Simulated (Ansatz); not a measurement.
Ansatz input (lattice in Å, positions in fractions of it; a bare `kind: paw` takes the build's default datasets)
```yaml
crystal:
  lattice:
    - [0.0, 1.749611496628, 1.749611496628]
    - [1.749611496628, 0.0, 1.749611496628]
    - [1.749611496628, 1.749611496628, 0.0]
  atoms:
    - { symbol: C, position: [0, 0, 0] }
    - { symbol: C, position: [0.25, 0.25, 0.25] }
kpoints:
  mp_grid: { grid: [26, 26, 26] }
hamiltonian:
  xc: pbe
  pseudopotentials: { kind: paw }
scf:
  occupations: { method: fermi_dirac, width: 0.061225619053 }
output:
  forces: true
  stress: true
```

All numbers below come from Ansatz, PBE, plane waves, PAW datasets (generated soft set 1).

Q: Does this run converge?

A: Yes, in 5 iterations.
